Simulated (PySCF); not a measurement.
CF⁺, CCSD(T): how much the basis matters

PySCF, RHF reference; singlet, unpaired electrons none; De to C⁺ + F without counterpoise correction. Frozen cores follow the default of each basis and core potential.

```tsv
basis	relativity	functions	Re (Å)	ωe (cm⁻¹)	De (eV)	frozen orbitals
STO-3G	no relativity	10	1.254	1600	n/a	2
aug-cc-pVDZ	no relativity	46	1.178	1685	7.20	2
pcseg-2	no relativity	60	1.161	1783	7.72	2
def2-TZVPPD	no relativity	77	1.162	1774	7.70	2
```

Problem. How does each smaller set differ from the one with most functions, def2-TZVPPD?

Solution. STO-3G: +9.2 pm, -9.8 % in ωe; aug-cc-pVDZ: +1.6 pm, -5.0 % in ωe, -0.50 eV in De; pcseg-2: -0.1 pm, +0.5 % in ωe, +0.02 eV in De. All at CCSD(T); the set with most functions is neither the basis-set limit nor always the best.

Correlated steps freeze 2 core orbitals. Correlated levels converge slowly with the basis: in double zeta they bind strong bonds too weakly, by up to about 1 eV, and carry superposition errors of some tenths. For an ion De counts to the pair picked by the measured ionisation energies or electron affinities, which need not be the lowest pair at this level. Where the molecule has an RHF reference, its open-shell atoms are computed with UHF. The CCSD T1 diagnostic is raised in CF⁺, a sign that a single reference may not be enough there. STO-3G is very small, so such numbers show the basis as much as the molecule.
